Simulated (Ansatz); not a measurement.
System: Sb2O3 (Pccn, No. 56). Method: r²SCAN+rVV10 (PAW; Ansatz, an electronic-structure program).

Settings: plane-wave cutoff 560 eV, 8×6×4 k mesh (along the axes of the cell as run), Fermi–Dirac smearing 0.01 eV, scalar-relativistic PAW data made under PBE.

On both sides of the equilibrium volume: at 15.968 Å³/atom the pressure is 0.68 GPa and the direct gap at Γ 2.157 eV; at 16.620 Å³/atom they are -0.57 GPa and 2.427 eV. The fitted bulk modulus is 31.1 GPa.

Task: Work out the volume deformation potential of this gap and its pressure coefficient, in two ways.

Result: a_V = dE_g/d ln V = (2.427 − 2.157)/ln(16.620/15.968) = 6.75 eV. Since dP = −B d ln V, dE_g/dP = −a_V/B = -217 meV/GPa. Straight from the pressures: (2.157 − 2.427)/(0.68 − (-0.57)) = -216 meV/GPa. At this level and over this range the gap at Γ narrows under pressure.

Spin–orbit coupling is not included.

Note: the relaxation could not lower the start's symmetry, so the cell can be a saddle point above a distorted one; the bulk modulus comes from volumes at which shape and atoms were relaxed.
